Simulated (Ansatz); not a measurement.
Write a Python script for the Ansatz DFT code, driven from Python that makes an active-space calculation of CH₃ClSi, SMILES C[Si]Cl. Level of theory: SC-NEVPT2, def2-SVP basis, multiplicity 1.

```xyz
6

C    -0.3983    0.3420   -0.1779
Si    0.2782   -0.6354    1.1618
Cl    1.9015   -1.6113    0.4320
H     0.3418    1.1401   -0.5624
H    -1.3315    0.9189    0.1402
H    -0.7496   -0.2183   -1.0399
```

The script, `cas_ch3clsi.py`:
```python
# -*- coding: utf-8 -*-
import ansatz as az

GEOMETRY = '''
C    -0.39830    0.34200   -0.17790
Si    0.27820   -0.63540    1.16180
Cl    1.90150   -1.61130    0.43200
H     0.34180    1.14010   -0.56240
H    -1.33150    0.91890    0.14020
H    -0.74960   -0.21830   -1.03990
'''

geometry = az.Crystal.molecule()
for line in GEOMETRY.strip().splitlines():
    symbol, *xyz = line.split()
    geometry = geometry.atom(symbol, [float(v) for v in xyz])

base = geometry.calculation()
base = base.basis(gaussian='def2-SVP')
base = base.correlation(active_electrons=2, active_orbitals=2)
for method in ['sc_nevpt2']:
    data = (base if method is None else base.correlation(method)).run(threads=1).report
    space = data['configurations']
    state = space['states'][0]
    print(method or 'casscf', f'total {data["free_energy_ev"] / 27.211386246:.6f} Ha, active-space state {state["energy"]["hartree"]:.6f} Ha, mean field {data["reference_energy_ev"] / 27.211386246:.6f} Ha')
    print('  determinants', state['n_determinants'], ' natural occupations', [round(n, 3) for n in space['natural_occupations']])
print('effectively unpaired electrons, sum of min(n, 2 - n):', round(sum(min(n, 2 - n) for n in space['natural_occupations']), 3))
```

```console
$ python cas_ch3clsi.py
sc_nevpt2 total -788.135279 Ha, active-space state -787.797265 Ha, mean field -787.777053 Ha
  determinants 4  natural occupations [1.914, 0.086]
effectively unpaired electrons, sum of min(n, 2 - n): 0.173
```

What to keep in mind:
- Total energies depend on the basis set; only differences at equal settings carry meaning.
- The geometry is a force-field or estimated start, not a minimum of this method, and the basis set is short of its limit. The active space starts as a window about the frontier orbitals and is then optimised, not chosen by chemistry.
- Hardware and time: 1.5 s on 1 thread of Arm Neoverse V2, on a shared host, peak memory 0.17 GiB.
